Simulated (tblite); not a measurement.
Ethanethiol, C2H6S.
Bonds: C1–C2, C2–S3. Hydrogens: H4, H5, H6 on C1; H7, H8 on C2; H9 on S3.

Computed with GFN2-xTB (tblite), gas phase: Langevin dynamics at 300 K from the optimised GFN2-xTB geometry, time step 0.5 fs, friction 0.01 fs⁻¹, 2000 steps. The instantaneous temperature is 2·E(kin)/(3Nk) with all 3N coordinates.

```tsv
t (fs)	T (K)	E(pot) above start (eV)	C1–C2 (Å)	C2–S3 (Å)	C1–H4 (Å)
0	279	0.000	1.516	1.829	1.088
25	193	0.179	1.519	1.844	1.116
50	216	0.208	1.517	1.856	1.108
75	178	0.288	1.494	1.881	1.101
100	355	0.288	1.509	1.889	1.091
125	443	0.154	1.509	1.839	1.117
150	240	0.292	1.513	1.880	1.100
175	299	0.314	1.519	1.794	1.050
200	267	0.262	1.506	1.919	1.070
225	317	0.210	1.529	1.813	1.104
250	227	0.336	1.549	1.895	1.089
275	310	0.167	1.530	1.785	1.070
300	347	0.236	1.490	1.894	1.071
325	308	0.190	1.479	1.792	1.136
350	226	0.349	1.522	1.864	1.131
375	372	0.209	1.558	1.829	1.054
400	244	0.186	1.500	1.805	1.085
425	168	0.239	1.470	1.869	1.161
450	241	0.202	1.484	1.846	1.089
475	244	0.142	1.531	1.818	1.080
500	316	0.201	1.571	1.825	1.102
525	249	0.318	1.509	1.842	1.107
550	346	0.221	1.501	1.829	1.064
575	383	0.221	1.512	1.830	1.098
600	376	0.329	1.558	1.817	1.155
625	353	0.276	1.539	1.856	1.097
650	178	0.328	1.527	1.820	1.019
675	442	0.289	1.503	1.858	1.075
700	316	0.522	1.519	1.810	1.154
725	363	0.240	1.544	1.820	1.090
750	366	0.243	1.515	1.826	1.041
775	249	0.405	1.481	1.873	1.069
800	354	0.306	1.503	1.807	1.132
825	276	0.304	1.510	1.861	1.116
850	219	0.212	1.503	1.790	1.096
875	185	0.265	1.540	1.884	1.050
900	249	0.279	1.521	1.775	1.117
925	194	0.253	1.512	1.933	1.088
950	330	0.188	1.498	1.789	1.070
975	246	0.331	1.505	1.937	1.096
1000	307	0.234	1.512	1.771	1.121
```

Q: From 500 fs on, how do temperature and potential energy compare with equipartition?

A: The mean temperature of these 21 frames is 300 K against the target 300 K, and the mean potential energy 0.28 eV against 21 × kT/2 = 0.27 eV for 21 classical harmonic modes. For 9 atoms in a canonical ensemble the temperature itself scatters by T·√(2/(3N)) = 82 K; here its standard deviation is 72 K. The whole run lasts only 10 friction times of 100 fs, so these averages carry a wide statistical error.

Q: What are the kinetic and total energies of the listed frame with the highest potential energy?

A: The one at 700 fs, 0.522 eV above the start. Its kinetic energy is 3NkT/2 = 0.368 eV at 316 K, so the sum is 0.89 eV; over the listed frames the sum runs from 0.32 to 0.89 eV, since the thermostat adds and removes energy.

Q: How much do the listed bonds fluctuate from 500 fs on?

A: 
```csv
bond,at the start (Å),mean (Å),standard deviation (Å)
C1–C2,1.516,1.518,0.021
C2–S3,1.829,1.836,0.043
C1–H4,1.088,1.093,0.034
```

The motion is classical and holds no zero-point motion.

The cost below is that of the whole dynamics run. Time: 14 s wall; peak memory 0.18 GiB. Hardware: one thread, AMD EPYC (x86_64), no GPU, shared host with 64 logical CPUs at a one-minute load of 15.
